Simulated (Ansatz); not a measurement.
## Pt: from a trial structure to a relaxed crystal

Computed with DFT r2SCAN, scalar-relativistic, plane waves, PAW in Ansatz. Cutoff 500 eV, Γ-centred k mesh, Gaussian smearing, no spin polarisation in the final step.

The start puts Pt on the grey arsenic (A7) structure type (R-3m, No. 166), at a guessed volume.

```yaml
crystal:
  lattice:
    - [1.72651, 0.99680, 3.20161]
    - [-1.72651, 0.99680, 3.20161]
    - [0.00000, -1.99360, 3.20161]
  atoms:
    - { symbol: Pt, position: [0.22754, 0.22754, 0.22754] }
    - { symbol: Pt, position: [0.77246, 0.77246, 0.77246] }
```

Steps on the 6×6×6 mesh (2 atoms). 9 of 9 steps are shown, and the free energy counts from the last. Trial steps that were taken back and renewals of the plane-wave basis can be among the rows.

```
step  ΔF (meV/atom) V (Å³/atom) P (GPa) largest force component (eV/Å)
   1          721.0        16.53    40.95                           6.582
   2           41.2        17.97    -2.34                           1.079
   3            8.0        17.78    -1.73                           0.347
   4            3.7        17.56     0.85                           0.137
   5            2.6        17.59     0.62                           0.025
   6            1.8        17.64    -0.01                           0.004
   7            2.4        17.68    -0.43                           0.032
   8            0.8        17.66    -0.22                           0.009
   9            0.0        17.66    -0.21                           0.009
```

A final relaxation ran on a 22×22×22 mesh. The relaxed crystal, Pm-3m (No. 221):

```
Pt
1.0
     2.60345    0.00000    0.00000
     0.00000    2.60345    0.00000
     0.00000    0.00000    2.60345
Pt
1
Direct
  0.50000 0.50000 0.50000
```

| Property | Result |
| --- | --- |
| Volume per atom | 17.65 Å³ |
| Density | 18.36 g/cm³ |
| Energy over the standard structure | 0.43 eV/atom |
| Gap on the 22×22×22 mesh | 0 eV (a metal) |

Energies count from the standard state of Pt at the same level.

The final run used a 22×22×22 mesh on its 1-atom cell and 0.10 eV smearing. For metals, differences of a few meV/atom aren't resolved. Spin–orbit coupling is left out.

Symmetry constrained the relaxation, so the result can be a saddle point.